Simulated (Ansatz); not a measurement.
# SO₃: geometry and frequencies at several levels

Wanted for SO₃: geometry and frequencies at several levels.

Method: the levels named in each step, in Ansatz 0.2.0.

### 1 The structure to begin with

Bond lengths: O1–S2 1.418 Å, S2–O3 1.418 Å, S2–O4 1.418 Å. Angles: O1–S2–O3 120.0°, O1–S2–O4 120.0°, O3–S2–O4 120.0°.

Structure file:

```xyz
4

O    -0.7055   -1.2296   -0.0289
S     0.0000    0.0000    0.0000
O    -0.7121    1.2261   -0.0032
O     1.4175    0.0035    0.0321
```

### 2 A rough first relaxation, PBE-D4/def2-SVP

input.yaml

```yaml
crystal:
  periodic: [false, false, false]
  atoms:
    - { symbol: O, position_ang: [-0.70546, -1.2296, -0.02887] }
    - { symbol: S, position_ang: [-1.0e-05, 0.0, -1.0e-05] }
    - { symbol: O, position_ang: [-0.71207, 1.22612, -0.00321] }
    - { symbol: O, position_ang: [1.41753, 0.00348, 0.03208] }
basis:
  gaussian: { orbitals: def2-SVP }
hamiltonian:
  xc: pbe
  dispersion: d4
relax:
  f_tol: 0.03
  max_steps: 200
```

Launch:

```bash
ansatz run input.yaml --threads 2 --pin off --max-ram 5120MiB --backend cpu --events-out ev --progress --plain --runs-dir out
```

Standard output, cut to the lines that bear on the results:

```text
Warning: RAYON_NUM_THREADS=2 ignored (pool sized by the plan → 2); use --threads N
[...]
Functional definition: PBE
[...]
634 factors; their error is unknown
[...]
mean field -16954.90381449 eV, -623.0812227358 hartree, gradient 1.7e-5 eV, S^2 0.000000; 0 other end points of the search recorded, 0 dependent functions left out
[...]
reference -16954.90382639 eV, -623.0812231733 hartree; 20, 20 occupied and 40, 40 virtual orbitals, 634 factors
relax step   1: F+E_penalty+E_count = -16954.98061920 eV  Δ(F+E_penalty+E_count) = +0.000e0 eV  max|allowed force component| = 3.506e0 eV/Å  Δτ_max = 0.0000 Å  (26 SCF iters, accepted)
[...]
relax step   3: F+E_penalty+E_count = -16955.23421284 eV  Δ(F+E_penalty+E_count) = -7.227e-2 eV  max|allowed force component| = 2.024e-1 eV/Å  Δτ_max = 0.0248 Å  (24 SCF iters, accepted)
[...]
relax step   4: F+E_penalty+E_count = -16955.23532831 eV  Δ(F+E_penalty+E_count) = -1.115e-3 eV  max|allowed force component| = 4.547e-3 eV/Å  Δτ_max = 0.0036 Å  (25 SCF iters, accepted)
634 factors; their error is unknown
mean field -16955.15934804 eV, -623.0906134208 hartree, gradient 2.5e-5 eV, S^2 0.000000; 1 other end points of the search recorded, 0 dependent functions left out
[...]
reference -16955.15936023 eV, -623.0906138685 hartree; 20, 20 occupied and 40, 40 virtual orbitals, 634 factors
Total energy: -16955.23534049 eV, -623.0934060916 hartree
Atom 0 at    -0.731029    -1.274169    -0.029921 Å, force     0.002106     0.003786     0.000130 eV/Å
Atom 1 at    -0.000004    -0.000000     0.000004 Å, force     0.000314     0.000002    -0.000119 eV/Å
Atom 2 at    -0.737879     1.270563    -0.003331 Å, force     0.002127    -0.003777     0.000051 eV/Å
Atom 3 at     1.468902     0.003606     0.033238 Å, force    -0.004547    -0.000012    -0.000061 eV/Å
Dipole moment:    -0.000003    -0.000000     0.000007 e Å
```

Wall time 1.9 s (2 threads of Intel Xeon Platinum 8488C (Sapphire Rapids), shared host); peak memory 0.12 GiB.

The steps of the relaxation:

| step | energy from step 1 (eV) | largest force component (eV/Å) |
| --- | --- | --- |
| 1 | 0.0000 | 3.5056 |
| 2 | -0.1813 | 1.7848 |
| 3 | -0.2536 | 0.2024 |
| 4 | -0.2547 | 0.0045 |

Step 1 is the start.

Before: Bond lengths: O1–S2 1.418 Å, S2–O3 1.418 Å, S2–O4 1.418 Å. Angles: O1–S2–O3 120.0°, O1–S2–O4 120.0°, O3–S2–O4 120.0°.

After: Bond lengths: O1–S2 1.469 Å, S2–O3 1.469 Å, S2–O4 1.469 Å. Angles: O1–S2–O3 120.0°, O1–S2–O4 120.0°, O3–S2–O4 120.0°.

### 3 Relaxation, HF/STO-3G

input.yaml

```yaml
crystal:
  periodic: [false, false, false]
  atoms:
    - { symbol: O, position_ang: [-0.7310291, -1.27416863, -0.02992111] }
    - { symbol: S, position_ang: [-4.03e-06, -1.5e-07, 4.27e-06] }
    - { symbol: O, position_ang: [-0.73787872, 1.27056262, -0.00333103] }
    - { symbol: O, position_ang: [1.46890185, 0.00360616, 0.03323787] }
basis:
  gaussian: { orbitals: STO-3G }
hamiltonian:
  xc: hf
relax:
  f_tol: 0.002
  max_steps: 150
```

Launch:

```bash
ansatz run input.yaml --threads 2 --pin off --max-ram 5120MiB --backend cpu --events-out ev --progress --plain --runs-dir out
```

Standard output, cut to the lines that bear on the results:

```text
Warning: RAYON_NUM_THREADS=2 ignored (pool sized by the plan → 2); use --threads N
[...]
Functional definition: HF
[...]
341 factors; integrals over basis functions are off by at most 6.8e-6 eV
[...]
mean field -16715.47850765 eV, -614.2825049978 hartree, gradient 2.9e-5 eV, S^2 0.000000; 0 other end points of the search recorded, 0 dependent functions left out
[...]
reference -16715.47850765 eV, -614.2825049978 hartree; 20, 20 occupied and 4, 4 virtual orbitals, 341 factors
relax step   1: F+E_penalty+E_count = -16715.47850765 eV  Δ(F+E_penalty+E_count) = +0.000e0 eV  max|allowed force component| = 6.907e0 eV/Å  Δτ_max = 0.0000 Å  (33 SCF iters, accepted)
[...]
relax step   4: F+E_penalty+E_count = -16716.67985690 eV  Δ(F+E_penalty+E_count) = -1.322e-2 eV  max|allowed force component| = 5.130e-2 eV/Å  Δτ_max = 0.0164 Å  (31 SCF iters, accepted)
[...]
relax step   5: F+E_penalty+E_count = -16716.67996065 eV  Δ(F+E_penalty+E_count) = -1.037e-4 eV  max|allowed force component| = 2.841e-4 eV/Å  Δτ_max = 0.0014 Å  (30 SCF iters, accepted)
341 factors; integrals over basis functions are off by at most 3.9e-6 eV
[...]
mean field -16716.67996065 eV, -614.3266575813 hartree, gradient 1.5e-5 eV, S^2 0.000000; 1 other end points of the search recorded, 0 dependent functions left out
[...]
reference -16716.67996065 eV, -614.3266575813 hartree; 20, 20 occupied and 4, 4 virtual orbitals, 341 factors
Total energy: -16716.67996065 eV, -614.3266575813 hartree
Atom 0 at    -0.795369    -1.386310    -0.032537 Å, force    -0.000141    -0.000244    -0.000027 eV/Å
Atom 1 at    -0.000002     0.000000    -0.000046 Å, force     0.000000    -0.000001     0.000063 eV/Å
Atom 2 at    -0.802822     1.382387    -0.003607 Å, force    -0.000143     0.000243    -0.000022 eV/Å
Atom 3 at     1.598183     0.003923     0.036181 Å, force     0.000284     0.000001    -0.000015 eV/Å
Dipole moment:     0.000001     0.000000    -0.000039 e Å
```

It took 0.92 s on 2 threads of Intel Xeon Platinum 8488C (Sapphire Rapids), shared host; peak memory 0.09 GiB.

The steps of the relaxation:

| step | E - E(step 1) (eV) | largest force component (eV/Å) |
| --- | --- | --- |
| 1 | 0.0000 | 6.9069 |
| 2 | -0.8190 | 3.5556 |
| 3 | -1.1881 | 0.5982 |
| 4 | -1.2013 | 0.0513 |
| 5 | -1.2015 | 0.0003 |

Step 1 is the start.

Before: Bond lengths: O1–S2 1.469 Å, S2–O3 1.469 Å, S2–O4 1.469 Å. Angles: O1–S2–O3 120.0°, O1–S2–O4 120.0°, O3–S2–O4 120.0°.

After: Bond lengths: O1–S2 1.599 Å, S2–O3 1.599 Å, S2–O4 1.599 Å. Angles: O1–S2–O3 120.0°, O1–S2–O4 120.0°, O3–S2–O4 120.0°.

### 4 Frequencies, HF/STO-3G

input.yaml

```yaml
crystal:
  periodic: [false, false, false]
  atoms:
    - { symbol: O, position_ang: [-0.79536933, -1.38631046, -0.0325372] }
    - { symbol: S, position_ang: [-1.74e-06, 2.9e-07, -4.646e-05] }
    - { symbol: O, position_ang: [-0.80282204, 1.38238692, -0.00360689] }
    - { symbol: O, position_ang: [1.59818312, 0.00392326, 0.03618055] }
basis:
  gaussian: { orbitals: STO-3G }
hamiltonian:
  xc: hf
phonons: {}
```

Launch:

```bash
ansatz run input.yaml --threads 2 --pin off --max-ram 5120MiB --backend cpu --events-out ev --progress --plain --runs-dir out
```

Standard output, cut to the lines that bear on the results:

```text
Warning: RAYON_NUM_THREADS=2 ignored (pool sized by the plan → 2); use --threads N
[...]
Functional definition: HF
[...]
335 factors; integrals over basis functions are off by at most 4.5e-6 eV
[...]
mean field -16716.67993706 eV, -614.3266567145 hartree, gradient 3.5e-5 eV, S^2 0.000000; 0 other end points of the search recorded, 0 dependent functions left out
[...]
reference -16716.67993706 eV, -614.3266567145 hartree; 20, 20 occupied and 4, 4 virtual orbitals, 335 factors
[...]
335 factors; integrals over basis functions are off by at most 4.5e-6 eV
mean field -16716.67991311 eV, -614.3266558341 hartree, gradient 2.5e-6 eV, S^2 0.000000; 0 other end points of the search recorded, 0 dependent functions left out
[...]
reference -16716.67991311 eV, -614.3266558341 hartree; 20, 20 occupied and 4, 4 virtual orbitals, 335 factors
[...]
335 factors; integrals over basis functions are off by at most 4.5e-6 eV
[...]
reference -16716.67989792 eV, -614.3266552758 hartree; 20, 20 occupied and 4, 4 virtual orbitals, 335 factors
[...]
335 factors; integrals over basis functions are off by at most 4.5e-6 eV
mean field -16716.67989621 eV, -614.3266552130 hartree, gradient 1.0e-6 eV, S^2 0.000000; 0 other end points of the search recorded, 0 dependent functions left out
[...]
reference -16716.67989621 eV, -614.3266552130 hartree; 20, 20 occupied and 4, 4 virtual orbitals, 335 factors
Total energy: -16716.67993706 eV, -614.3266567145 hartree
Atom 0 at    -0.795369    -1.386310    -0.032537 Å, force    -0.000164    -0.000279    -0.000028 eV/Å
Atom 1 at    -0.000002     0.000000    -0.000046 Å, force     0.000021    -0.000001     0.000064 eV/Å
Atom 2 at    -0.802822     1.382387    -0.003607 Å, force    -0.000165     0.000278    -0.000022 eV/Å
Atom 3 at     1.598183     0.003923     0.036181 Å, force     0.000308     0.000001    -0.000014 eV/Å
Dipole moment:     0.000001     0.000000    -0.000039 e Å
Vibrations: 123.66 200.50 200.50 802.06 802.06 806.86 cm⁻¹, zero-point energy 0.181987 eV
```

Run time: 1.6 s. Hardware: 2 threads of Intel Xeon Platinum 8488C (Sapphire Rapids), shared host; peak memory 0.086 GiB.

Harmonic frequencies (cm⁻¹; negative: imaginary): 124, 200, 201, 802, 802, 807.

### 5 Relaxation, HF/6-31G*

input.yaml

```yaml
crystal:
  periodic: [false, false, false]
  atoms:
    - { symbol: O, position_ang: [-0.7310291, -1.27416863, -0.02992111] }
    - { symbol: S, position_ang: [-4.03e-06, -1.5e-07, 4.27e-06] }
    - { symbol: O, position_ang: [-0.73787872, 1.27056262, -0.00333103] }
    - { symbol: O, position_ang: [1.46890185, 0.00360616, 0.03323787] }
basis:
  gaussian: { orbitals: "6-31G*" }
hamiltonian:
  xc: hf
relax:
  f_tol: 0.002
  max_steps: 150
```

Launch:

```bash
ansatz run input.yaml --threads 2 --pin off --max-ram 5120MiB --backend cpu --events-out ev --progress --plain --runs-dir out
```

Standard output, cut to the lines that bear on the results:

```text
Warning: RAYON_NUM_THREADS=2 ignored (pool sized by the plan → 2); use --threads N
[...]
Functional definition: HF
[...]
586 factors; integrals over basis functions are off by at most 6.4e-5 eV
[...]
mean field -16924.51443316 eV, -621.9644335708 hartree, gradient 3.5e-5 eV, S^2 0.000000; 0 other end points of the search recorded, 0 dependent functions left out
[...]
reference -16924.51443316 eV, -621.9644335708 hartree; 20, 20 occupied and 44, 44 virtual orbitals, 586 factors
relax step   1: F+E_penalty+E_count = -16924.51443316 eV  Δ(F+E_penalty+E_count) = +0.000e0 eV  max|allowed force component| = 4.439e0 eV/Å  Δτ_max = 0.0000 Å  (37 SCF iters, accepted)
[...]
relax step   5: F+E_penalty+E_count = -16924.98055605 eV  Δ(F+E_penalty+E_count) = +2.088e-5 eV  max|allowed force component| = 3.547e-2 eV/Å  Δτ_max = 0.0005 Å  (26 SCF iters, rejected (line search))
[...]
relax step   6: F+E_penalty+E_count = -16924.98057785 eV  Δ(F+E_penalty+E_count) = -9.189e-7 eV  max|allowed force component| = 1.628e-3 eV/Å  Δτ_max = 0.0002 Å  (22 SCF iters, accepted)
586 factors; integrals over basis functions are off by at most 6.3e-5 eV
[...]
mean field -16924.98057785 eV, -621.9815640722 hartree, gradient 4.9e-5 eV, S^2 0.000000; 1 other end points of the search recorded, 0 dependent functions left out
[...]
reference -16924.98057785 eV, -621.9815640722 hartree; 20, 20 occupied and 44, 44 virtual orbitals, 586 factors
Total energy: -16924.98057785 eV, -621.9815640722 hartree
Atom 0 at    -0.698830    -1.218043    -0.028583 Å, force    -0.000652    -0.001134    -0.000570 eV/Å
Atom 1 at    -0.000002     0.000001    -0.000057 Å, force    -0.000025    -0.000017     0.001628 eV/Å
Atom 2 at    -0.705378     1.214595    -0.003164 Å, force    -0.000658     0.001142    -0.000546 eV/Å
Atom 3 at     1.404199     0.003447     0.031794 Å, force     0.001335     0.000009    -0.000513 eV/Å
Dipole moment:     0.000001     0.000001    -0.000091 e Å
```

It took 2.3 s on 2 threads of Intel Xeon Platinum 8488C (Sapphire Rapids), shared host; peak memory 0.12 GiB.

Relaxation path:

| step | E - E(step 1) (eV) | largest force component (eV/Å) |
| --- | --- | --- |
| 1 | 0.0000 | 4.4390 |
| 2 | -0.3524 | 2.3790 |
| 3 | -0.4596 | 0.5676 |
| 4 | -0.4661 | 0.0052 |
| 5 | -0.4661 | 0.0355 |
| 6 | -0.4661 | 0.0016 |

Step 1 is the start. Step 5 was tried and not accepted.

Before: Bond lengths: O1–S2 1.469 Å, S2–O3 1.469 Å, S2–O4 1.469 Å. Angles: O1–S2–O3 120.0°, O1–S2–O4 120.0°, O3–S2–O4 120.0°.

After: Bond lengths: O1–S2 1.405 Å, S2–O3 1.405 Å, S2–O4 1.405 Å. Angles: O1–S2–O3 120.0°, O1–S2–O4 120.0°, O3–S2–O4 120.0°.

### 6 Frequencies, HF/6-31G*

input.yaml

```yaml
crystal:
  periodic: [false, false, false]
  atoms:
    - { symbol: O, position_ang: [-0.69882976, -1.21804306, -0.0285829] }
    - { symbol: S, position_ang: [-1.54e-06, 5.2e-07, -5.706e-05] }
    - { symbol: O, position_ang: [-0.70537763, 1.21459543, -0.00316409] }
    - { symbol: O, position_ang: [1.40419893, 0.00344711, 0.03179405] }
basis:
  gaussian: { orbitals: "6-31G*" }
hamiltonian:
  xc: hf
phonons: {}
```

Launch:

```bash
ansatz run input.yaml --threads 2 --pin off --max-ram 5120MiB --backend cpu --events-out ev --progress --plain --runs-dir out
```

Standard output, cut to the lines that bear on the results:

```text
Warning: RAYON_NUM_THREADS=2 ignored (pool sized by the plan → 2); use --threads N
[...]
Functional definition: HF
[...]
583 factors; integrals over basis functions are off by at most 1.5e-4 eV
[...]
mean field -16924.98055837 eV, -621.9815633561 hartree, gradient 2.3e-5 eV, S^2 0.000000; 0 other end points of the search recorded, 0 dependent functions left out
[...]
reference -16924.98055837 eV, -621.9815633561 hartree; 20, 20 occupied and 44, 44 virtual orbitals, 583 factors
[...]
583 factors; integrals over basis functions are off by at most 1.5e-4 eV
[...]
mean field -16924.98047027 eV, -621.9815601187 hartree, gradient 3.8e-6 eV, S^2 0.000000; 0 other end points of the search recorded, 0 dependent functions left out
[...]
reference -16924.98047027 eV, -621.9815601187 hartree; 20, 20 occupied and 44, 44 virtual orbitals, 583 factors
[...]
583 factors; integrals over basis functions are off by at most 1.5e-4 eV
[...]
reference -16924.98041678 eV, -621.9815581528 hartree; 20, 20 occupied and 44, 44 virtual orbitals, 583 factors
[...]
583 factors; integrals over basis functions are off by at most 1.5e-4 eV
[...]
mean field -16924.98041114 eV, -621.9815579457 hartree, gradient 5.3e-6 eV, S^2 0.000000; 0 other end points of the search recorded, 0 dependent functions left out
[...]
reference -16924.98041114 eV, -621.9815579457 hartree; 20, 20 occupied and 44, 44 virtual orbitals, 583 factors
Total energy: -16924.98055837 eV, -621.9815633561 hartree
Atom 0 at    -0.698830    -1.218043    -0.028583 Å, force    -0.000655    -0.001140    -0.000568 eV/Å
Atom 1 at    -0.000002     0.000001    -0.000057 Å, force    -0.000025    -0.000017     0.001624 eV/Å
Atom 2 at    -0.705378     1.214595    -0.003164 Å, force    -0.000662     0.001148    -0.000544 eV/Å
Atom 3 at     1.404199     0.003447     0.031794 Å, force     0.001342     0.000009    -0.000511 eV/Å
Dipole moment:     0.000001     0.000001    -0.000091 e Å
Vibrations: 561.90 582.89 582.89 1212.08 1552.75 1552.75 cm⁻¹, zero-point energy 0.374758 eV
```

It took 4 s on 2 threads of Intel Xeon Platinum 8488C (Sapphire Rapids), shared host; peak memory 0.12 GiB.

Harmonic frequencies (cm⁻¹; negative: imaginary): 562, 583, 583, 1212, 1553, 1553.

### 7 Relaxation, LDA/def2-SVP

input.yaml

```yaml
crystal:
  periodic: [false, false, false]
  atoms:
    - { symbol: O, position_ang: [-0.7310291, -1.27416863, -0.02992111] }
    - { symbol: S, position_ang: [-4.03e-06, -1.5e-07, 4.27e-06] }
    - { symbol: O, position_ang: [-0.73787872, 1.27056262, -0.00333103] }
    - { symbol: O, position_ang: [1.46890185, 0.00360616, 0.03323787] }
basis:
  gaussian: { orbitals: def2-SVP }
hamiltonian:
  xc: lda
relax:
  f_tol: 0.002
  max_steps: 150
```

Launch:

```bash
ansatz run input.yaml --threads 2 --pin off --max-ram 5120MiB --backend cpu --events-out ev --progress --plain --runs-dir out
```

Standard output, cut to the lines that bear on the results:

```text
Warning: RAYON_NUM_THREADS=2 ignored (pool sized by the plan → 2); use --threads N
[...]
Functional definition: SPW92
[...]
634 factors; their error is unknown
[...]
mean field -16885.47855633 eV, -620.5298915568 hartree, gradient 1.2e-5 eV, S^2 0.000000; 0 other end points of the search recorded, 0 dependent functions left out
[...]
reference -16885.47856771 eV, -620.5298919750 hartree; 20, 20 occupied and 40, 40 virtual orbitals, 634 factors
relax step   1: F+E_penalty+E_count = -16885.47855633 eV  Δ(F+E_penalty+E_count) = +0.000e0 eV  max|allowed force component| = 8.097e-1 eV/Å  Δτ_max = 0.0000 Å  (26 SCF iters, accepted)
[...]
relax step   3: F+E_penalty+E_count = -16885.49547572 eV  Δ(F+E_penalty+E_count) = -5.150e-3 eV  max|allowed force component| = 1.302e-2 eV/Å  Δτ_max = 0.0073 Å  (24 SCF iters, accepted)
[...]
relax step   4: F+E_penalty+E_count = -16885.49547999 eV  Δ(F+E_penalty+E_count) = -4.274e-6 eV  max|allowed force component| = 1.005e-3 eV/Å  Δτ_max = 0.0002 Å  (19 SCF iters, accepted)
634 factors; their error is unknown
mean field -16885.49547999 eV, -620.5305134898 hartree, gradient 7.2e-6 eV, S^2 0.000000; 1 other end points of the search recorded, 0 dependent functions left out
[...]
reference -16885.49549131 eV, -620.5305139058 hartree; 20, 20 occupied and 40, 40 virtual orbitals, 634 factors
Total energy: -16885.49549131 eV, -620.5305139058 hartree
Atom 0 at    -0.724198    -1.262256    -0.029639 Å, force    -0.000480    -0.000814    -0.000022 eV/Å
Atom 1 at    -0.000001    -0.000000    -0.000003 Å, force    -0.000040    -0.000000     0.000008 eV/Å
Atom 2 at    -0.730984     1.258683    -0.003298 Å, force    -0.000484     0.000812    -0.000005 eV/Å
Atom 3 at     1.455174     0.003572     0.032930 Å, force     0.001005     0.000002     0.000020 eV/Å
Dipole moment:     0.000003     0.000000    -0.000000 e Å
```

Run time: 1.3 s. Hardware: 2 threads of Intel Xeon Platinum 8488C (Sapphire Rapids), shared host; peak memory 0.12 GiB.

The steps of the relaxation:

| step | energy from step 1 (eV) | largest force component (eV/Å) |
| --- | --- | --- |
| 1 | 0.0000 | 0.8097 |
| 2 | -0.0118 | 0.4530 |
| 3 | -0.0169 | 0.0130 |
| 4 | -0.0169 | 0.0010 |

Step 1 is the start.

Before: Bond lengths: O1–S2 1.469 Å, S2–O3 1.469 Å, S2–O4 1.469 Å. Angles: O1–S2–O3 120.0°, O1–S2–O4 120.0°, O3–S2–O4 120.0°.

After: Bond lengths: O1–S2 1.456 Å, S2–O3 1.456 Å, S2–O4 1.456 Å. Angles: O1–S2–O3 120.0°, O1–S2–O4 120.0°, O3–S2–O4 120.0°.

### 8 Frequencies, LDA/def2-SVP

input.yaml

```yaml
crystal:
  periodic: [false, false, false]
  atoms:
    - { symbol: O, position_ang: [-0.72419846, -1.26225586, -0.02963908] }
    - { symbol: S, position_ang: [-1.12e-06, -3.0e-08, -2.92e-06] }
    - { symbol: O, position_ang: [-0.73098395, 1.25868342, -0.0032976] }
    - { symbol: O, position_ang: [1.45517353, 0.00357247, 0.03292961] }
basis:
  gaussian: { orbitals: def2-SVP }
hamiltonian:
  xc: lda
phonons: {}
```

Launch:

```bash
ansatz run input.yaml --threads 2 --pin off --max-ram 5120MiB --backend cpu --events-out ev --progress --plain --runs-dir out
```

Standard output, cut to the lines that bear on the results:

```text
Warning: RAYON_NUM_THREADS=2 ignored (pool sized by the plan → 2); use --threads N
[...]
Functional definition: SPW92
[...]
634 factors; their error is unknown
[...]
mean field -16885.49547999 eV, -620.5305134897 hartree, gradient 1.1e-5 eV, S^2 0.000000; 0 other end points of the search recorded, 0 dependent functions left out
[...]
reference -16885.49549131 eV, -620.5305139057 hartree; 20, 20 occupied and 40, 40 virtual orbitals, 634 factors
[...]
634 factors; their error is unknown
mean field -16885.49540523 eV, -620.5305107425 hartree, gradient 1.3e-6 eV, S^2 0.000000; 0 other end points of the search recorded, 0 dependent functions left out
[...]
reference -16885.49541655 eV, -620.5305111584 hartree; 20, 20 occupied and 40, 40 virtual orbitals, 634 factors
[...]
634 factors; their error is unknown
[...]
reference -16885.49541192 eV, -620.5305109884 hartree; 20, 20 occupied and 40, 40 virtual orbitals, 634 factors
[...]
634 factors; their error is unknown
[...]
mean field -16885.49540386 eV, -620.5305106920 hartree, gradient 2.2e-6 eV, S^2 0.000000; 0 other end points of the search recorded, 0 dependent functions left out
[...]
reference -16885.49541518 eV, -620.5305111081 hartree; 20, 20 occupied and 40, 40 virtual orbitals, 634 factors
Total energy: -16885.49549131 eV, -620.5305139057 hartree
Atom 0 at    -0.724198    -1.262256    -0.029639 Å, force    -0.000514    -0.000896    -0.000021 eV/Å
Atom 1 at    -0.000001    -0.000000    -0.000003 Å, force    -0.000000    -0.000000    -0.000000 eV/Å
Atom 2 at    -0.730984     1.258683    -0.003298 Å, force    -0.000416     0.000834    -0.000001 eV/Å
Atom 3 at     1.455174     0.003572     0.032930 Å, force     0.000930     0.000061     0.000022 eV/Å
Dipole moment:     0.000000     0.000001     0.000000 e Å
Vibrations: 457.28 483.67 483.69 1025.09 1359.05 1359.05 cm⁻¹, zero-point energy 0.320365 eV
```

Wall time 1.9 s (2 threads of Intel Xeon Platinum 8488C (Sapphire Rapids), shared host); peak memory 0.11 GiB.

Harmonic frequencies (cm⁻¹; negative: imaginary): 457, 484, 484, 1025, 1359, 1359.

[end of part 1 of 2]
